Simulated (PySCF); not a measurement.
NH3O, H3NO, SMILES [NH3+][O-], point group C3v.

Force field and properties: B3LYP/pcSseg-2 (PySCF, grid level 2). Vibrational terms come from second-order perturbation theory with semi-diagonal cubic constants, by steps of ±0.6 along the normal coordinates of each isotopologue. The parent has the commonest isotopes.

Equilibrium geometry (Å):

```csv
atom,x,y,z
N1,-0.0239,0.0049,-0.0185
O2,1.3163,-0.1085,0.1893
H3,-0.5711,-0.0431,0.8546
H4,-0.4001,-0.7379,-0.6275
H5,-0.2867,0.8960,-0.4667
```

Species: ¹⁵N at 1, ¹⁷O at 2. Output of the displacement run:

```
mode    cm-1    km/mol   phi_rrr   E(+)/cm-1  E(-)/cm-1
  1    917.91    64.72     425.5     181.63     151.08
  2   1142.61    26.07       7.4     206.99     206.37
  3   1142.97    26.06      -1.4     206.77     206.66
  4   1538.40     1.50    -192.9     270.03     283.97
  5   1642.21     9.03      40.4     296.98     294.05
  6   1642.35     9.04    -148.9     290.15     300.92
  7   3208.32   102.81   -1293.9     533.27     626.32
  8   3210.94     2.03     800.4     610.68     553.27
  9   3211.10     2.04     644.8     605.17     558.92
```

For the shielding of H3 (σe = 24.13 ppm):

```
mode  ω (cm⁻¹)  Σr φrrs (cm⁻¹)   ∂σ/∂q  ∂²σ/∂q²
   1       918             194  -0.979    0.053
   2      1143               0   0.609   -0.256
   3      1143              -2   0.996   -0.627
   4      1538             284  -1.171   -0.465
   5      1642               1   0.411   -0.375
   6      1642               2  -0.288   -0.547
   7      3208           -3017  -2.163    0.422
   8      3211              -8  -1.244    0.099
   9      3211              32  -1.343    0.140
```

Work out the zero-point average of this shielding.

With ⟨qs⟩ = −Σr φrrs/(4ωs) and ⟨qs²⟩ = 1/2: the mean displacements are -0.053, 0.000, 0.000, -0.046, 0.000, 0.000, 0.235, 0.001, -0.002. The anharmonic term Σ (∂σ/∂q)⟨q⟩ is -0.40 ppm, the harmonic term ¼ Σ ∂²σ/∂q² is -0.39 ppm, so ⟨σ⟩ = 23.34 ppm.
